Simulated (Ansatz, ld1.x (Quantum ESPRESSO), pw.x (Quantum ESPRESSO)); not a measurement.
**pw.x on bcc Al: one setting changed**

Potential: ultrasoft, ld1.x (Quantum ESPRESSO) 7.5, PBEsol; core [Ne], reference 3s2 3p1; waves: 3s (bound): rcut 1.40, rcutus 1.90 bohr; 3s channel at -0.05 Ry: rcut 1.40, rcutus 1.90 bohr; 3p (bound): rcut 1.85, rcutus 2.00 bohr; 3p channel at 0.45 Ry: rcut 1.85, rcutus 2.00 bohr; 3d channel at 0.4 Ry: rcut 1.55, rcutus 1.65 bohr; local part: all-electron potential smoothed inside 1.70 bohr (lloc = -1); core correction: none; augmentation: PSQ, inside the norm-conserving radii.

The reference run (k-mesh 14³, cutoffs 40/320 Ry, Fermi–Dirac 0.01 Ry, mixing_beta 0.4, conv_thr 1e-9, no spin) gives 0.62 GPa at 16.575 Å³/atom, where all-electron LAPW gives 0.16 GPa. This run, with its own iteration cap, changes startingwfc to random.

```
&control
  calculation='scf', prefix='x', pseudo_dir='./', outdir='./tmp', tstress=.true., disk_io='none'
/
&system
  ibrav=0, nat=1, ntyp=1, ecutwfc=40, ecutrho=320, nbnd=8,
  occupations='smearing', smearing='fd', degauss=0.01
/
&electrons
  conv_thr=1e-09, mixing_beta=0.4, electron_maxstep=60, startingwfc='random'
/
ATOMIC_SPECIES
Al 1.0 Al.UPF
CELL_PARAMETERS angstrom
  -1.60619344 1.60619344 1.60619344
  1.60619344 -1.60619344 1.60619344
  1.60619344 1.60619344 -1.60619344
ATOMIC_POSITIONS crystal
Al 0.0000 0.0000 0.0000
K_POINTS automatic
14 14 14 0 0 0
```

```bash
pw.x < Al.scf.in > Al.scf.out
```

Task: How does the run end?

Result: It converges in 5 iterations; the free energy moves by +0.0 meV/atom and the pressure by +0.00 GPa. The result is that of the reference run.

```
Message from routine setup:
     using ibrav=0 with symmetry is DISCOURAGED, use correct ibrav instead
     lattice parameter (alat)  =       5.2572  a.u.
     unit-cell volume          =     111.8536 (a.u.)^3
     number of electrons       =         3.00
     number of Kohn-Sham states=            8
     kinetic-energy cutoff     =      40.0000  Ry
     charge density cutoff     =     320.0000  Ry
     scf convergence threshold =      1.0E-09
     Exchange-correlation= PBESOL
     number of k points=   104  Fermi-Dirac smearing, width (Ry)=  0.0100
     iteration #  1     ecut=    40.00 Ry     beta= 0.40
     total energy              =      -4.16122437 Ry
     estimated scf accuracy    <       0.00439386 Ry
     iteration #  2     ecut=    40.00 Ry     beta= 0.40
     total energy              =      -4.16121196 Ry
     estimated scf accuracy    <       0.00145691 Ry
     iteration #  3     ecut=    40.00 Ry     beta= 0.40
     total energy              =      -4.16124683 Ry
     estimated scf accuracy    <       0.00000132 Ry
     iteration #  4     ecut=    40.00 Ry     beta= 0.40
     total energy              =      -4.16124759 Ry
     estimated scf accuracy    <       0.00000033 Ry
     iteration #  5     ecut=    40.00 Ry     beta= 0.40
     the Fermi energy is     7.8040 ev
!    total energy              =      -4.16124759 Ry
     estimated scf accuracy    <          3.8E-10 Ry
     smearing contrib. (-TS)   =      -0.00173690 Ry
     The total energy is F=E-TS. E is the sum of the following terms:
     one-electron contribution =       2.84081749 Ry
     hartree contribution      =       0.00351733 Ry
     xc contribution           =      -1.60841983 Ry
     ewald contribution        =      -5.39542568 Ry
     convergence has been achieved in   5 iterations
          total   stress  (Ry/bohr**3)                   (kbar)     P=        6.19
     Message from routine punch:
     Nothing written, as per user request (disk_io='none')
```

The run took about 5.4 s on one core of a shared host (Neoverse-V1, 64 threads, 495 GiB, load 28).
